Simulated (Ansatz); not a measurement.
A calculation with Ansatz (development build ahead of 0.2.0).

```yaml
crystal:
  periodic: [false, false, false]
  atoms:
    - { symbol: C, position_ang: [0.00391, -0.06741, 0.067] }
    - { symbol: C, position_ang: [0.88433, 0.89973, 0.94231] }
    - { symbol: C, position_ang: [0.85668, -0.9072, -0.89552] }
    - { symbol: C, position_ang: [-0.94361, 0.83441, -0.85806] }
    - { symbol: C, position_ang: [-0.8602, -0.82772, 0.80697] }
    - { symbol: H, position_ang: [0.29168, 1.5908, 1.53301] }
    - { symbol: H, position_ang: [1.57153, 0.2114, 1.58016] }
    - { symbol: H, position_ang: [1.46512, 1.58457, 0.27771] }
    - { symbol: H, position_ang: [0.20283, -1.5318, -1.526] }
    - { symbol: H, position_ang: [1.55319, -0.23283, -1.59884] }
    - { symbol: H, position_ang: [1.46274, -1.47961, -0.29489] }
    - { symbol: H, position_ang: [-1.47372, 0.22289, -1.5716] }
    - { symbol: H, position_ang: [-1.59363, 1.59527, -0.25561] }
    - { symbol: H, position_ang: [-0.31572, 1.54142, -1.51837] }
    - { symbol: H, position_ang: [-1.53885, -1.61162, 0.31436] }
    - { symbol: H, position_ang: [-0.25262, -1.56991, 1.50398] }
    - { symbol: H, position_ang: [-1.54447, -0.25551, 1.59589] }
basis:
  gaussian: { orbitals: STO-3G }
hamiltonian:
  xc: hf
correlation:
  method: mp2
  frozen_orbitals: { C: 1, H: 0 }
```

The input is written out in the form of the current development build from the run's settings.

Output:

```json
{"Converged": "yes", "Reference energy": "-193.95281 hartree", "Correlation energy": "-0.27961 hartree", "Total energy": "-194.23241 hartree", "Spin squared of the determinant": "0.000"}
```

Caution: no unrestricted run beside it, a lower state can exist.
